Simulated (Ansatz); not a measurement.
Basis sets compared for the cluster SiS2. Charge 0, multiplicity 1. Geometry B3LYP-D4/def2-TZVP. Ansatz on 4 threads of Arm Neoverse V1 on a shared host; times are rough, and most runs start from earlier orbitals.

```xyz
3

Si    0.000    0.000    0.000
S    -0.823    1.593    0.700
S     0.823   -1.593   -0.700
```

B3LYP takes the VWN-RPA correlation. The structure comes from a short search, and lower isomers may exist.

Binding counts from free atoms (Si triplet, S triplet) in the same basis, without a counterpoise term.

| level | functions | energy (Eh) | HOMO (eV) | LUMO (eV) | binding per atom (eV) | wall time |
| --- | --- | --- | --- | --- | --- | --- |
| HF/STO-3G | 27 | -1071.9123 | -5.68 | 6.03 | – | 0.1 s |
| HF/6-31G | 39 | -1083.8609 | -10.55 | 0.53 | 0.81 | 0.15 s |
| PBE-D4/def2-SVP | 54 | -1085.0996 | -6.88 | -2.98 | 3.39 | 0.35 s |
| PBE-D4/def2-TZVP (with forces) | 111 | -1085.4802 | -7.00 | -3.18 | 3.45 | 0.7 s |
| r2SCAN-D4/def2-TZVP | 111 | -1085.8810 | -7.29 | -2.96 | 3.38 | 1.6 s |
| B3LYP-D4/6-31G | 39 | -1085.8276 | -7.85 | -2.73 | 2.33 | 0.3 s |
| B3LYP-D4/def2-TZVP | 111 | -1086.0136 | -7.84 | -2.53 | 3.24 | 0.7 s |
| PBE0-D4/def2-SVP | 54 | -1085.1828 | -8.04 | -2.15 | 3.22 | 0.35 s |
| PBE0-D4/def2-TZVP | 111 | -1085.5610 | -8.12 | -2.31 | 3.30 | 1.2 s |

(1) Estimate the rows for PBE-D4/def2-TZVPD, r2SCAN-D4/def2-TZVPD, PBE0-D4/def2-TZVPD.

Answers

(1) 
```tsv
level	functions	energy (Eh)	HOMO (eV)	LUMO (eV)	binding per atom (eV)	wall time
PBE-D4/def2-TZVPD	135	-1085.4813	-7.04	-3.26	3.45	0.85 s
r2SCAN-D4/def2-TZVPD	135	-1085.8818	-7.30	-3.02	3.38	2.1 s
PBE0-D4/def2-TZVPD	135	-1085.5619	-8.15	-2.42	3.30	1.1 s
```
